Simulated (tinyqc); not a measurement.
Extended Hueckel theory, for CH3+, step by step. The parameters take no account of the charge, which enters only through the electron count. One step of it, computed by the program tinyqc.

Question. Mulliken analysis. P = C n C^T; charge = valence electrons (C 4, H 1) minus the sum of (P S)_ii on the atom; overlap population = 2 sum P_ij S_ij between two atoms.

coefficients:
```
,MO1,MO2,MO3,MO4,MO5,MO6,MO7
1C 2s,0.680272,0.000000,-0.000068,0.009242,-0.000182,0.000000,1.345224
1C 2px,-0.000008,0.000000,0.523043,0.000000,1.175913,0.000000,0.000334
1C 2py,0.000000,0.522926,0.000000,0.000000,0.000000,1.176421,0.000000
1C 2pz,0.000692,0.000000,0.000000,0.999916,0.000004,0.000000,-0.020073
2H 1s,0.199389,0.000000,0.507596,-0.003341,-0.995743,0.000000,-0.758416
3H 1s,0.199424,0.439518,-0.253726,-0.003343,0.497925,-0.862641,-0.758401
4H 1s,0.199424,-0.439518,-0.253726,-0.003343,0.497925,0.862641,-0.758401
```

occupations: 2.000000  2.000000  2.000000  0.000000  0.000000  0.000000  0.000000

overlap S:
```
,1C 2s,1C 2px,1C 2py,1C 2pz,2H 1s,3H 1s,4H 1s
1C 2s,1.000000,0.000000,0.000000,0.000000,0.479438,0.479522,0.479522
1C 2px,0.000000,1.000000,0.000000,0.000000,0.483344,-0.241515,-0.241515
1C 2py,0.000000,0.000000,1.000000,0.000000,0.000000,0.418741,-0.418741
1C 2pz,0.000000,0.000000,0.000000,1.000000,-0.006514,-0.006516,-0.006516
2H 1s,0.479438,0.483344,0.000000,-0.006514,1.000000,0.115996,0.115996
3H 1s,0.479522,-0.241515,0.418741,-0.006516,0.115996,1.000000,0.115878
4H 1s,0.479522,-0.241515,-0.418741,-0.006516,0.115996,0.115878,1.000000
```

Give: charges; Overlap populations.

Answer.

charges: 1C 0.820, 2H 0.060, 3H 0.060, 4H 0.060

Overlap populations:
```
pair,value
2-1,0.773349
3-1,0.773415
3-2,-0.041307
4-1,0.773415
4-2,-0.041307
4-3,-0.041266
```
